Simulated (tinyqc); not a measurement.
CCSD on RHF in the sto-3g basis, for BH2+, spin multiplicity 1, step by step (part 2 of 2). Computed by tinyqc, a small Python program that keeps every step (integrals from PySCF). Command: `OMP_NUM_THREADS=1 python tinyqc.py 30004 30005 out.jsonl` (the two numbers bound the seeds that draw the settings). One thread of a shared host (Intel(R) Xeon(R) Processor @ 2.60GHz), about 0.3 s of CPU time with the checks.

Geometry (angstrom):
```
atom         x          y         z
B     0.000000   0.000000  0.000000
H     0.000000   1.260000  0.644000
H     0.000000  -1.260000  0.644000
```

## CCSD: convergence

E_corr = 1/4 sum <ij||ab> t_ij^ab + 1/2 sum <ij||ab> t_i^a t_j^b; stop when the norm of the change is below 1e-8.

Course of the amplitude iterations:
```
update  correlation energy (hartree)  norm of the change
0                        -0.03930187                   -
1                        -0.05271839            1.09e-01
2                        -0.05768337            4.72e-02
3                        -0.05967581            2.34e-02
4                        -0.06054570            1.27e-02
5                        -0.06095516            7.36e-03
6                        -0.06116079            4.41e-03
7                        -0.06126978            2.70e-03
8                        -0.06133010            1.68e-03
9                        -0.06136464            1.05e-03
10                       -0.06138492            6.63e-04
11                       -0.06139707            4.19e-04
12                       -0.06140445            2.66e-04
13                       -0.06140898            1.69e-04
...                              ...                 ...
22                       -0.06141638            3.01e-06
23                       -0.06141643            1.93e-06
24                       -0.06141645            1.24e-06
25                       -0.06141647            7.92e-07
26                       -0.06141648            5.07e-07
27                       -0.06141649            3.25e-07
28                       -0.06141649            2.08e-07
29                       -0.06141650            1.33e-07
30                       -0.06141650            8.55e-08
31                       -0.06141650            5.48e-08
32                       -0.06141650            3.51e-08
33                       -0.06141650            2.25e-08
34                       -0.06141650            1.44e-08
35                       -0.06141650            9.23e-09
```

Converged amplitudes (spin orbitals 1a, 1b, ...; amplitudes related by a flip of all spins are not repeated; the 24 largest):
```
from      to          t
2a 2b  4a 4b  -0.081100
3a 3b  7a 7b  -0.080395
2a 2b  5a 5b  -0.077326
3a 3b  4a 4b  -0.062405
3a 3b  6a 6b  -0.062056
2a 3b  4a 7b   0.058162
3a 3b  4a 6b   0.057615
2a 3b  6a 7b  -0.053391
2a 2b  6a 6b  -0.052952
2a 3b  4b 7a  -0.041567
2a 3b  6b 7a   0.041512
2a 2b  7a 7b  -0.040000
2a        4a  -0.026960
2a 3a  4a 7a   0.016596
2a 3a  6a 7a  -0.011879
3a        7a  -0.008811
2a        6a  -0.006808
1a 2b  5a 5b  -0.002692
1a 2b  4b 6a   0.001706
1a 2b  4a 6b  -0.001664
1a 2b  4a 4b  -0.001485
1a 1b  6a 6b  -0.001458
1a 2b  7a 7b  -0.001455
1a 1b  4a 4b  -0.001340
```

CCSD total energy = -25.15083669 hartree

T1 diagnostic, norm of the one-spin t1 over sqrt(correlated electrons) = 0.011909

Converged in 35 updates.
